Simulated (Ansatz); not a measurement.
Two isomers of C3H7N: A = `NC1CC1`, B = `C/C=C/N`.

Isolated molecules relaxed with PBE0-D4/def2-TZVP in Ansatz; ΔE leaves out vibrations. CCSD(T)/CBS is the MP2 limit (def2-TZVPP, def2-QZVPP) plus CCSD(T) − MP2 in def2-TZVPP, frozen cores. Functionals use def2-TZVPP. B3LYP here is the variant with VWN-RPA as its local correlation; programs differ in this. One conformer a species, not always the lowest.

(1) Which is lower in electronic energy at CCSD(T)/CBS, and by how much? (Best estimate.)

(2) Give E(B) − E(A) in kcal/mol with ωB97M-V, PBE-D4, PBE0-D4, CCSD(T)/def2-TZVPP, B3LYP, B3LYP-D4, CCSD(T)/def2-SVP. (An estimate is asked.)

(3) Does the order hold for the free energy at 298.15 K (harmonic terms from PBE0-D4)? (An estimate is asked.)

Largest T1 diagnostic: 0.011.

Answers

(1) The calculation gave: B, by 10.5 kcal/mol.

(2) Ansatz gave: ωB97M-V -9.2, PBE-D4 -10.6, PBE0-D4 -8.5, CCSD(T)/def2-TZVPP -10.1, B3LYP -13.6, B3LYP-D4 -13.3, CCSD(T)/def2-SVP -9.5. None reverses the order clearly.

(3) Ansatz gave: Yes: G(B) − G(A) = -12.1 kcal/mol, for one conformer each.

From BLYP to BHLYP (50 % exact exchange), in def2-TZVPP and without D4, E(B) − E(A) moves by +4.2 kcal/mol. Leaving LDA and LC-ωPBE aside and taking each functional with its dispersion term where it has one, the values, not all of them listed here, spread over 8.2 kcal/mol, from BLYP-D4 to PBE-QIDH. LDA lies +2.9 kcal/mol from PBE without D4.
